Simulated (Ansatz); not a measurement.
# Loss of CH4: BH(CH3)F → BF + CH4

Species: BH(CH3)F, singlet; BF, singlet; CH4 (methane) `C`, singlet. 

Shapes, held fixed at every level: PBE0-D4/def2-TZVP. Programs: Ansatz 0.2.0. The zero-point and thermal change to 298 K, harmonic and unscaled (PBE0-D4/def2-TZVP), is -3.4 kJ/mol.

| level | kind | ΔH(298 K) (kJ/mol) | less CCSD(T)/CBS estimate |
| --- | --- | --- | --- |
| HF/def2-TZVPP | Hartree–Fock | +188.9 | -12.8 |
| r2SCAN-D4/def2-TZVPP | meta-GGA | +232.1 | +30.4 |
| B3LYP-D4/def2-TZVPP | global hybrid | +216.2 | +14.5 |
| BHLYP-D4/def2-TZVPP | global hybrid | +221.3 | +19.6 |
| CCSD/def2-SVP | coupled cluster or CI | +202.6 | +0.9 |
| CCSD/def2-TZVPP | coupled cluster or CI | +196.7 | -5.0 |
| CCSD(T)/CBS estimate | coupled cluster or CI | +201.7 | 0.0 |

The highest level, CCSD(T)/CBS estimate, gives ΔH(298 K) = +201.7 kJ/mol; the levels span +188.9 to +232.1. The column of differences is taken from that level and isn't an error. No measured value is set beside it here. The CBS estimate extrapolates MP2 from def2-TZVPP and def2-QZVPP and adds CCSD(T) − MP2 in the triple-zeta set, cores frozen.
